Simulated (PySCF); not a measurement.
Species: C3H8N (doublet state).
Structure used (PBE0-D3(BJ)/def2-SVP), in Å, numbered top down from 1:
```
atom  x, y, z in Å
C1    -1.774   -0.196   -0.232
C2    -0.430   -0.313    0.384
C3     0.743    0.423   -0.155
N4     1.986   -0.086    0.390
H5    -2.446   -1.006    0.090
H6    -1.724   -0.211   -1.334
H7    -2.278    0.755    0.041
H8    -0.332   -0.697    1.405
H9     0.684    0.424   -1.269
H10    0.666    1.497    0.129
H11    2.131   -1.045    0.080
H12    2.777    0.454    0.050
```

The hyperfine couplings belong to this conformer and change with its torsions.

As a line formula: `C([CH]C)N` [radical].

The calculation used UKS B3LYP, IGLO-III on C N, pcH-1 on H, non-relativistic, mean-field spin-orbit, GIAO in PySCF. Geometry: PBE0-D3(BJ)/def2-SVP, one conformer, isolated molecule. Stability of the SCF solution: not tested.

(1) Give the isotropic g value and a_iso(13C) at C2.

(2) Take this nucleus alone (I = 1/2, g_N = 1.4048) with S = 1/2. Where do its 2 lines fall at 3.412 GHz to first order, to second order and exactly?

(3) What g and a would be read from the two outer exact lines by first-order rules?

(4) Give the zero-field levels of this pair of spins.

## Answers

(1) g_iso = 2.00262 and a = +106.21 MHz, or +3.789 mT (Mulliken spin population +1.02). 13C makes up about 1.07 % of the natural element, so this concerns labelled samples or satellites.

(2) B0 = hν/(g μB) = 121.731 mT and a/B0 = 0.0311. B(1) = B0 − a·mI, B(2) = B(1) − a²[I(I+1) − mI²]/(2B0); the exact values solve the Breit–Rabi equation, nuclear Zeeman term included.

```json
{"mI": "−1/2", "first order (mT)": "123.625", "second order (mT)": "123.596", "exact (mT)": "123.596", "exact − first order": "-0.029"}
{"mI": "+1/2", "first order (mT)": "119.836", "second order (mT)": "119.807", "exact (mT)": "119.806", "exact − first order": "-0.030"}
```

(3) Their midpoint, 121.701 mT, gives an apparent g of 2.00310 (true 2.00262), and their distance over 2I an apparent |a| of 3.790 mT (true 3.789).

(4) F = I ± 1/2 = 1 and 0, at a·I/2 = +26.6 MHz and −a(I+1)/2 = -79.7 MHz, that is |a|(I + 1/2) = 106.2 MHz apart; F = 0 lies lower.

Other couplings of abundant isotopes, left aside here: 2 × 1H 95 MHz, 3 × 1H 75 MHz, 1 × 1H 55 MHz, 1 × 14N 9 MHz.

Nuclei that the bonding pattern makes equivalent are averaged, as if the motion that swaps them (rotation, inversion, ring flip) were fast. The three 1H nuclei of mean +75.1 MHz run from 31.1 to 152.2 MHz in the frozen geometry. The 1H value of +94.6 MHz is a mean of couplings from 51.0 to 138.2 MHz in this one geometry, not an average over conformers.

Time: 21 s of wall time. Hardware: an Arm Neoverse V1 with one thread (shared host).
